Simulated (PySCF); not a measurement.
HCl from Hartree–Fock to correlated methods

State: ¹Σ⁺ (singlet), closed shell. Set-up: PySCF, no relativity, basis sets H def2-TZVPPD, Cl def2-TZVPPD. De refers to H + Cl in their high-spin ground configurations, without counterpoise correction. A positive dipole means H(−)Cl(+).

```csv
Level,Re (Å),ωe (cm⁻¹),De (eV),μ (D),"CPU s a point (SCF and correlation, without the integrals)"
RHF,1.265,3145,3.35,-1.17,0.17
RHF-MP2,1.271,3062,4.59,n/a,0.26
RHF-SCS-MP2,1.272,3048,4.57,n/a,n/a
RHF-CCSD,1.273,3032,4.51,n/a,n/a
RHF-CCSD(T),1.275,3011,4.57,n/a,1.7
PBE,1.289,2901,4.63,-1.08,0.56
PBEsol,1.291,2899,4.86,-1.11,0.39
r²SCAN,1.279,2978,4.62,-1.12,0.76
PBE0,1.278,3002,4.56,-1.12,1.5
r²SCAN0,1.273,3042,4.55,-1.14,0.95
M06,1.281,2968,4.63,-1.08,0.95
MN15,1.272,3034,4.66,-1.15,0.97
CAM-B3LYP,1.278,2994,4.57,-1.13,1.2
B2PLYP,1.276,2998,4.56,-1.13,0.72
```

(1) Which functional lies closest to RHF-CCSD(T) in De, which farthest, and by how much do they differ from it?

(2) What does the step from GGA to meta-GGA do here, going from PBE to r²SCAN?

(3) What does second-order correlation do here, going from RHF to RHF-MP2?

Correlated steps freeze 5 core orbitals. Where the molecule has an RHF reference, its open-shell atoms are computed with UHF. B2PLYP dipoles, levels and charges come from its SCF part alone.

The whole job (state search and all levels along the bond) took about 2.3 min on 1 thread of Intel Xeon Platinum 8259CL @ 2.50GHz (shared host), peak memory 1.1 GiB.

Answers

(1) Closest is CAM-B3LYP (+0.3 pm in Re, -0.6 % in ωe, +0.00 eV in De against RHF-CCSD(T) in the same basis), farthest PBEsol (+1.6 pm in Re, -3.7 % in ωe, +0.29 eV in De). CCSD(T) converges more slowly with the basis than the functionals do and binds too weakly in this one, so the order can change at the basis-set limit.

(2) r²SCAN less PBE: -1.0 pm in Re, +2.7 % in ωe, -0.01 eV in De. 

(3) RHF-MP2 less RHF: +0.6 pm in Re, -2.6 % in ωe, +1.24 eV in De. Correlation nearly always deepens the well. The bond lengthens, as in strong covalent bonds, where excitations into antibonding orbitals dominate.
